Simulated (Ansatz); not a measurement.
## Relaxing AlSi₂

Computed with Ansatz, DFT PBE, scalar-relativistic, plane waves, PAW. Cutoff 420 eV, Γ-centred k mesh, Gaussian smearing, no spin polarisation in the final step.

A relaxed cell is given with its space group left out.

```
Al Si
1.0
    -1.66758    1.66758    4.09694
     1.66758   -1.66758    4.09694
     1.66758    1.66758   -4.09694
Al Si
1 2
Direct
  0.00000 0.00000 0.00000
  0.67602 0.67602 0.00000
  0.32398 0.32398 0.00000
```

The zero of energy is the elements' standard structures at the same level; no fitted shifts are applied.

Q: What space group does it have?

A: I4/mmm (No. 139). Conventional cell: a = 3.335 Å, c = 8.194 Å. Al is coordinated by 10 Si at 2.65–2.76 Å and 4 Al at 3.34 Å; around Si lie 4 Si at 2.65 Å, 5 Al at 2.65–2.76 Å, 1 Si at 2.88 Å and 4 Si at 3.34 Å.

Q: How far does it lie from the elements in energy?

A: 0.29 eV/atom.

Q: Is it a metal?

A: Yes, bands cross the Fermi level on the 20×20×20 mesh.

The final run used a 20×20×20 mesh on its 3-atom cell and 0.10 eV smearing. The k mesh leaves about 4 meV/atom of noise in metals. The cell came from a trial start, so AlSi₂ may not exist in this structure.

Cost: 3 runs of about 2.3 core-minutes in all, on Arm Neoverse V1 (shared hosts).